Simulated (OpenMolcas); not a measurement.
**Potential curves of SF⁻: spin-free states**

Computed with OpenMolcas 26.06: state-averaged CASSCF(10,6) over S 3p, F 2p, XMS-CASPT2 (IPEA 0.25, imaginary shift 0.2 hartree), scalar X2C, ANO-RCC-VTZP, then RASSI spin–orbit state interaction with atomic mean-field integrals. C2 symmetry about the axis (a holds Σ, Δ, Γ; b holds Π, Φ, H; Σ⁺ and Σ⁻ are not told apart); roots by multiplicity and irrep: 1a 3, 3b 2, 1b 2, 3a 2.

XMS-CASPT2 energies in eV from the lowest point. Curves are followed by energy order within each symmetry, so they are adiabatic and may change character at avoided crossings; Σ⁺ and Σ⁻ are counted together.

```json
{"R (Å)": "1.526", "(1)1Σ": "0.656", "(1)1Π": "4.655", "(1)1Δ": "8.376", "(1)3Σ": "7.426", "(2)3Σ": "10.421"}
{"R (Å)": "1.614", "(1)1Σ": "0.204", "(1)1Π": "3.975", "(1)1Δ": "7.453", "(1)3Σ": "6.514", "(2)3Σ": "9.302"}
{"R (Å)": "1.694", "(1)1Σ": "0.028", "(1)1Π": "3.504", "(1)1Δ": "6.748", "(1)3Σ": "5.880", "(2)3Σ": "8.432"}
{"R (Å)": "1.774", "(1)1Σ": "0.000", "(1)1Π": "3.148", "(1)1Δ": "6.157", "(1)3Σ": "5.466", "(2)3Σ": "7.697"}
{"R (Å)": "1.863", "(1)1Σ": "0.084", "(1)1Π": "2.855", "(1)1Δ": "5.594", "(1)3Σ": "5.348", "(2)3Σ": "7.038"}
{"R (Å)": "1.951", "(1)1Σ": "0.249", "(1)1Π": "2.666", "(1)1Δ": "5.158", "(1)3Σ": "5.333", "(2)3Σ": "6.458"}
{"R (Å)": "2.076", "(1)1Σ": "0.561", "(1)1Π": "2.533", "(1)1Δ": "4.740", "(1)3Σ": "5.212", "(2)3Σ": "5.791"}
{"R (Å)": "2.235", "(1)1Σ": "1.040", "(1)1Π": "2.529", "(1)1Δ": "4.421", "(1)3Σ": "5.011", "(2)3Σ": "5.196"}
{"R (Å)": "2.484", "(1)1Σ": "1.806", "(1)1Π": "2.848", "(1)1Δ": "4.128", "(1)3Σ": "4.683", "(2)3Σ": "4.764"}
```

Q: With masses 31.972 and 18.998 u, fit the curves (1)1Σ near their minima.

A: At XMS-CASPT2, Te from the lowest curve (the fit fixes ωe to a per cent or two; the method's Re and ωe can be off by some per cent):

| curve | Te (cm⁻¹) | Re (Å) | ωe (cm⁻¹) |
| --- | --- | --- | --- |
| (1)1Σ | 0 | 1.752 | 627.4 |

Left out for impure symmetry, kinks or missing points, though low: (1)3Π. Only roots inside an energy window near the equilibrium distance were included, so the list of states is not complete; labels number the states computed. Each spin and symmetry block has orbitals of its own, averaged over its own roots, so gaps between blocks are less sure than gaps within one and near the minimum can be off by tenths of an eV, in bad cases by more. No Rydberg orbitals are active, so Rydberg states, and σ→σ* states whose orbital the CASSCF left unused, can be missing between those listed. CASPT2 splits the two components of degenerate states numerically, here by up to 161 cm⁻¹. For an anion, states above the electron-detachment threshold (often below 1 to 3 eV) are held by the basis set and are not bound levels. Points that failed a check (symmetry, reference weights, a jump) are left out.
